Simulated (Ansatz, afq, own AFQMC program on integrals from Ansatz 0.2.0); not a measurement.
Integrals from Ansatz 0.2.0, then the random walk in our own AFQMC program (afq).

```yaml
crystal:
  periodic: [false, false, false]
  atoms:
    - {symbol: Zr, position_ang: [0.000000, 0.000000, 0.000000]}
    - {symbol: S, position_ang: [0.000000, 0.000000, 2.143378]}
basis:
  gaussian: {orbitals: def2-TZVPP}
magnetization: {spin_polarized: true, initial_magnetization: 2}
correlation: {method: ccsd_t, electrons: outside_noble_gas, hamiltonian_folder: ham}
```

```sh
$ ansatz run in.yaml --threads 1 --pin off --events-out ev --progress --plain --max-ram 16896MiB --backend cuda --devices 0, --max-vram 18GiB
```

Options of the walk:

```
--method phaseless --trial hf --walkers 600 --populations 10 --least-time 40 --time-step 0.005 --steps-per-block 20 --equilibration-blocks 160 --max-blocks 4000 --target-error 0.0009500 --factor-cut 1e-05 --start spin_pure --seed 5946 --taylor-order 6
```

Times are imaginary, in 1/Eh. The walk had a cap of 89 s. With eight or more populations the least sampling time is a fifth of least-time, and the error comes from their spread. Core potentials past Kr, no spin–orbit coupling.

Log:

```
orbitals 89  electrons 6 4  factors 609 of 615
reference energy -444.06689757 Eh
CCSD correlation -0.25477286 Eh in 16 cycles, weight of the determinant in the CISD state 0.8502
energy of the start -444.067631 Eh
 block  time / (1/Eh)  mean weight  energy / Eh
     1     0.100  1.0008  -444.119090
     2     0.200  1.0010  -444.159905
     3     0.300  1.0018  -444.188314
     4     0.400  1.0013  -444.209035
     5     0.500  1.0017  -444.229660
     7     0.700  1.0007  -444.255523
     9     0.900  1.0004  -444.271860
    20     2.000  1.0001  -444.316457
    58     5.800  0.9999  -444.350806
    96     9.600  0.9998  -444.359864
   134    13.400  1.0005  -444.342311
   172    17.200  0.9993  -444.341359
   210    21.000  0.9999  -444.348841
   248    24.800  0.9996  -444.340391
   286    28.600  1.0000  -444.325508
   324    32.400  1.0008  -444.348950
   362    36.200  0.9989  -444.332473
   400    40.000  0.9992  -444.339316
   438    43.800  1.0001  -444.339286
   457    45.700  0.9996  -444.322096
   476    47.600  0.9997  -444.331088
   514    51.400  1.0003  -444.337409
   552    55.200  1.0000  -444.325452
   590    59.000  1.0010  -444.334336
   628    62.800  1.0000  -444.327347
   666    66.600  1.0004  -444.324812
   704    70.400  0.9980  -444.343723
   742    74.200  1.0011  -444.341179
   780    78.000  1.0004  -444.340718
error from the spread of 10 populations
energy -444.339316 +/- 0.001851 Eh
(rows thinned)
```

The run passed its tests (sampling time, drift between the halves within three errors, error under three times the target), which doesn't prove that it has relaxed, ending at its cap on processor time.

Against this walk (error 50.4 meV) on the same determinant: CCSD(T) 52.3 meV lower (within the noise), a separate phaseless walk with a CISD trial and standard settings 44.2 ± 50.7 meV lower (within the noise). The error is statistical and leaves out the bias of the constraint. None of these is a sure reference here.

Cautions: constraint bias not in the error; error above the target (50.4 against 25.9 meV); no spin-orbit coupling; outer-core shells of the metal frozen; another spin lies lower; (T) is large, 8 % of the CCSD correlation.

The walk took 89 s on 1 × NVIDIA H100 80GB HBM3 with 2 threads of AMD EPYC 7R13 Processor (Zen 3) (shared host) (the card was shared). The log's last line is the phaseless energy.

A walk keeps the symmetry of its determinant, which the program's search chose and which needn't be the lowest solution, so a lower state of the same spin and another symmetry isn't excluded.
